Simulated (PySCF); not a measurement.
# Choosing a basis for TDDFT

Species: boron monohydride, BH (singlet state).
SMILES: `[BH]`

TDDFT with PBE0 (PySCF), vertical singlets, core orbitals frozen in the response, spherical d and f functions. Isolated species at its PBE0-D3(BJ)/def2-SVP geometry, gas phase.

```tsv
basis	functions	diffuse	S1 (eV)	S2 (eV)	S3 (eV)	S4 (eV)	S5 (eV)	LUMO (eV)	α (au)
6-31G*	16	no	2.82	2.82	10.38	10.46	10.46	-1.83	16.6
def2-SVP	19	no	2.67	2.67	9.51	10.06	10.06	-2.31	19.5
6-31+G*	20	yes	2.74	2.74	6.09	7.21	7.21	-2.29	20.5
def2-SVPD	28	yes	2.62	2.62	6.42	9.13	9.25	-2.36	22.4
aug-cc-pVDZ	32	yes	2.66	2.66	5.93	6.88	6.89	-2.38	23.1
def2-TZVP	37	no	2.67	2.67	7.23	9.11	9.23	-2.35	21.0
def2-TZVPD	46	yes	2.66	2.66	6.03	8.34	8.73	-2.36	23.2
aug-cc-pVTZ	69	yes	2.66	2.66	5.84	6.78	6.78	-2.38	23.4
```

Problem. How much do these states and the polarisability depend on the basis?

Solution. States are compared by their number. Against the largest diffuse basis here (aug-cc-pVTZ, itself not a converged limit), sets without diffuse functions differ by up to 0.16 eV in S1 and 3.68 eV in S5; the smaller diffuse sets differ by up to 0.08 and 2.46 eV. State by state, the largest deviation of a set without diffuse functions is S1 0.16, S2 0.16, S3 4.55, S4 3.68, S5 3.68 eV. The same number needn't mean the same state in each row. Against aug-cc-pVTZ the polarisability deviates by -29% in 6-31G*, -17% in def2-SVP, -12% in 6-31+G*, -4% in def2-SVPD, -1% in aug-cc-pVDZ, -10% in def2-TZVP, -1% in def2-TZVPD. A single + in a Pople set puts diffuse functions on heavy atoms only.
